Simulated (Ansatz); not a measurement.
## Ansatz (development build ahead of 0.2.0) run

```yaml
crystal:
  periodic: [false, false, false]
  atoms:
    - { symbol: O, position_ang: [0.18134, 0.33927, 1.01371] }
    - { symbol: H, position_ang: [0.85684, -0.24357, 1.33546] }
    - { symbol: Cl, position_ang: [-0.12485, -0.16169, -0.54838] }
basis:
  gaussian: { orbitals: def2-SVP }
total_charge: 1
magnetization:
  spin_polarized: true
  initial_magnetization: 1
hamiltonian:
  xc: hf
correlation:
  method: mp2
  frozen_orbitals: { Cl: 5, H: 0, O: 1 }
output:
  forces: true
```

The input is written out in the form of the current development build from the run's settings.

Results

```yaml
Converged: yes
Reference_energy: -534.25987 hartree
Correlation_energy: -0.30118 hartree
Total_energy: -534.56105 hartree
Spin_squared_of_the_determinant: 0.772
Stability_test: minimum
```

Forces (eV/Å):
| atom | Fx | Fy | Fz |
| --- | --- | --- | --- |
| O1 | -2.891 | -0.563 | -7.035 |
| H2 | 1.691 | -1.441 | 0.839 |
| Cl3 | 1.200 | 2.003 | 6.196 |

Caution: MP2 forces lie far from those of the mean fields.
